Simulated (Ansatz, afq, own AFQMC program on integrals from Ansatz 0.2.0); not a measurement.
# GeH4Cl, doublet: AFQMC among the cluster methods

```
atom    x (Å)    y (Å)    z (Å)
  Cl  -2.1973   0.0000   0.0000
   H  -0.7433   0.0000   0.0000
  Ge   1.0207   0.0000   0.0000
   H   1.4894  -1.4659   0.0000
   H   1.4894   0.7330  -1.2695
   H   1.4894   0.7330   1.2695
```

Connectivity, by distances: Cl ··· GeH3, 1 bridging H.

Basis cc-pVTZ. Only valence electrons are correlated. AFQMC by an in-house program on the Cholesky factors that Ansatz 0.2.0 writes for its CCSD(T) run. The CISD trial takes its coefficients from CCSD amplitudes. Released means that phaseless walkers are propagated on without the constraint, phases kept. ± is one standard error of the sampling. No spin–orbit coupling.

Determinant: UHF, the one that the program's search chose, which needn't be the lowest solution. The geometry is a point of a scan.

No full CI on the walks' own integrals is used here. The released AFQMC energy serves as the reference, which it does only where one determinant dominates, the energy is flat over the last release times and near the phaseless one (40 meV or 2 meV an electron, half that with transition metals). On small molecules, where full CI could be run and the noise was under 10 meV, such values lay within 10 meV of it in 19 cases of 20, a flattering rate, since the rule was set on those same cases; what remains of the bias isn't in the error bar.

Cautions: no relativity below Rb; no spin-orbit coupling; inner d shell frozen; the released value is read at 1.50 1/Eh (meV from the phaseless value at times in 1/Eh: -2 ± 6 at 0.24, -6 ± 7 at 0.51, -17 ± 9 at 0.99, -14 ± 7 at 1.50).

* T1 diagnostic: 0.0126
* weight of the determinant in the CISD state: 0.849
* ⟨S²⟩ of the determinant: 0.774
* size of the correlated space: 15 electrons in 114 orbitals

```
  level  correlation energy (eV)
    MP2                  -8.8729
   CCSD                 -10.0762
CCSD(T)                 -10.4223
```

(1) Estimate where AFQMC with the constraint released lies against CCSD(T) on the same integrals.

(1) 1.37 ± 0.16 kcal/mol below CCSD(T).

Reference: AFQMC with the constraint released, correlation energy -10.482 ± 0.007 eV.

```csv
level,E − E(reference) (kcal/mol),share of correlation (%)
CCSD(T),1.37 ± 0.16,99.43
ph-AFQMC/CISD,0.33 ± 0.21,99.86
```

A walk keeps the symmetry of its determinant, which the program's search chose and which needn't be the lowest solution, so a lower state of the same spin and another symmetry isn't excluded. Released energies are given only where the last usable release times agree within the noise; a slower fall can still hide under it.
